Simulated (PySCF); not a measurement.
## Removing an electron from methyl propyl ether

Compound: methyl propyl ether, C₄H₁₀O.
Z-matrix (Å and degrees, PBE0-D3(BJ)/def2-TZVP geometry), rows numbered from 1:
```
C 
C   1  1.5183
C   2  1.5100  1  112.13
O   3  1.4037  2  109.35  1  -179.92
C   4  1.3990  3  112.40  2   179.93
H   1  1.0915  2  111.18  3  -179.44
H   1  1.0935  2  111.33  3    60.64
H   1  1.0935  2  111.39  3   -59.43
H   2  1.0941  1  110.37  3  -121.08
H   2  1.0940  1  110.48  3   121.26
H   3  1.1027  2  110.23  1    58.96
H   3  1.1027  2  110.21  1   -58.80
H   5  1.0902  4  107.69  3  -179.88
H   5  1.0994  4  111.56  3    60.71
H   5  1.0993  4  111.55  3   -60.45
```

Level: wB97X-D/aug-cc-pVTZ (PySCF). Frontier orbitals with their largest atomic shares (Löwdin; up to four atoms above 4 %):

```json
{"orbital": "HOMO−3", "ε (eV)": "-11.57", "main atoms": "C5 17 %, C1 15 %, O4 14 %, C2 13 %"}
{"orbital": "HOMO−2", "ε (eV)": "-11.27", "main atoms": "C2 31 %, C1 17 %, H9 10 %, H10 10 %"}
{"orbital": "HOMO−1", "ε (eV)": "-10.94", "main atoms": "O4 39 %, C3 17 %, C2 11 %, C5 10 %"}
{"orbital": "HOMO", "ε (eV)": "-9.30", "main atoms": "?"}
{"orbital": "LUMO", "ε (eV)": "0.87", "main atoms": "H8 14 %, H7 14 %, H15 13 %, H14 13 %"}
{"orbital": "LUMO+1", "ε (eV)": "1.03", "main atoms": "H6 31 %, H13 20 %, H14 12 %, H15 12 %"}
{"orbital": "LUMO+2", "ε (eV)": "1.17", "main atoms": "H7 12 %, H8 10 %, C1 10 %, H15 10 %"}
```

Problem. What vertical ionisation energy does ΔSCF give, and how far is −ε(HOMO) from it?

Solution. ΔSCF: 9.72 eV (938 kJ/mol; threshold wavelength 128 nm); ⟨S²⟩ of the doublet left behind is 0.755, against 0.75 for a pure doublet. −ε(HOMO) is 9.30 eV, 0.42 eV below it. In exact Kohn–Sham theory the two would be equal; wB97X-D (range-separated hybrid) falls short of its own ΔSCF value by 4 %.

Problem. On which atoms does the HOMO lie?

Solution. O4 (ether oxygen) 54 %, C3 (sp3 carbon bound to oxygen) 15 %, C5 (methoxy carbon) 13 %. The HOMO−1 lies 1.64 eV lower.

Problem. Shift the occupied levels rigidly so that −ε(HOMO) equals the ΔSCF value. What binding energies result?

Solution. The shift is +0.42 eV: HOMO 9.72, HOMO−1 11.36, HOMO−2 11.69, HOMO−3 11.99 eV. A rigid shift is only a rough guide to the deeper ionisations.

Problem. What total energies stand behind the ΔSCF value?

Solution. E(N) = -233.66709 Eh and E(N − 1) = -233.30998 Eh at the same geometry, 0.35711 Eh apart.

Problem. What kinetic energy would electrons from this vertical process carry with He I light (21.218 eV)?

Solution. 21.22 − 9.72 = 11.50 eV.

Problem. How many of the 10 lowest singlet excitations (vertical TDDFT, same level) lie below the ionisation energy?

Solution. All 10; they run from 6.71 to 8.54 eV.

Geometry: PBE0-D3(BJ)/def2-TZVP, one conformer, isolated molecule.

The run behind these numbers computed excited states and ΔSCF ions as well. Time: 5.0 min wall, 9.7 min CPU; peak memory 2.9 GiB. Hardware: Intel Xeon at 2.50 GHz, 2 threads, no GPU, shared host with 64 logical CPUs at a one-minute load of 62.

wB97X-D is run here without its empirical dispersion term; that term would change no orbital, density or response property at a fixed geometry.
